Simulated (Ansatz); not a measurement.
System: 1T (CdI2-type) PbI₂. Method: PBE (PAW; Ansatz, an electronic-structure program).

Rigid layers of the crystal as relaxed at this level are moved apart or together:

```
run   k mesh  layer repeat (Å)  energy against free layers (meV/Å²)  gap on the mesh (eV)
---  -------  ----------------  -----------------------------------  --------------------
1    12×12×6              6.68                                 3.51                 2.066
2    12×12×6              6.83                                 1.99                 2.141
3    12×12×6              6.98                                 0.95                 2.215
4    12×12×6              7.18                                 0.11                 2.308
5    12×12×6              7.48                                -0.46                 2.393
6    12×12×4              7.98                                -0.60                 2.449
7    12×12×4              8.98                                -0.29                 2.497
8    12×12×4             10.98                                -0.02                 2.524
```

The lowest energy of these points lies at a layer repeat of 7.98 Å.

Spin–orbit coupling is not included.

Note: the cell comes from a level without a dispersion term, which matters for the spacing of layers, chains or molecules.
